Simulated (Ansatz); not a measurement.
Total energies of C3H7N (`CC(C)=N`).

```tsv
atom	x (Å)	y (Å)	z (Å)
C1	-0.763	0.925	-0.361
C2	0.426	0.055	-0.074
C3	0.132	-1.254	0.591
N4	1.628	0.348	-0.350
H5	-0.472	1.855	-0.852
H6	-1.478	0.398	-1.000
H7	-1.292	1.167	0.566
H8	1.056	-1.804	0.762
H9	-0.539	-1.857	-0.029
H10	-0.378	-1.095	1.546
H11	1.681	1.263	-0.799
```

Charge 0, multiplicity 1. The geometry is a stationary point of PBE0-D4/def2-TZVP. It is one conformer, not always the lowest. Basis def2-TZVPP, Ansatz 0.2.0.

RPA on PBE orbitals: Hartree–Fock energy of these orbitals -172.14841 Eh, correlation -1.18596 Eh (frozen core).

```tsv
functional	energy without D4 (Eh)	D4 term (kJ/mol)
BHLYP	-173.23171	-17.6
ωB97X-V	-173.28895	–
```

Problem. Give the same for LDA (SPW92), PBE, revPBE, BLYP, r2SCAN, B97M-V, PBE0, B3LYP, r2SCANh, r2SCAN0, HSE06 (plane-wave form), CAM-B3LYP, LC-ωPBE, ωB97M-V, B2PLYP, PBE-QIDH. (Best estimate.)

Solution. Computed: 
```tsv
functional	energy without D4 (Eh)	D4 term (kJ/mol)
LDA (SPW92)	-171.76620	–
PBE	-173.10882	-16.6
revPBE	-173.29019	-60.0
BLYP	-173.26008	-37.6
r2SCAN	-173.23463	-4.1
B97M-V	-173.33649	–
PBE0	-173.12955	-13.7
B3LYP	-173.35095	-26.4
r2SCANh	-173.22678	-4.3
r2SCAN0	-173.21583	-4.7
HSE06 (plane-wave form)	-173.11926	-12.6
CAM-B3LYP	-173.24775	-13.6
LC-ωPBE	-173.23056	–
ωB97M-V	-173.25290	–
B2PLYP	-173.18514	–
PBE-QIDH	-173.10376	–
```

B3LYP takes the VWN-RPA correlation (the form of Gaussian; ORCA's B3LYP/G). HSE06 is the plane-wave form, built on full-range PBE exchange. The double hybrids freeze the cores in their second-order part.

LC-ωPBE has ω = 0.4 bohr⁻¹.
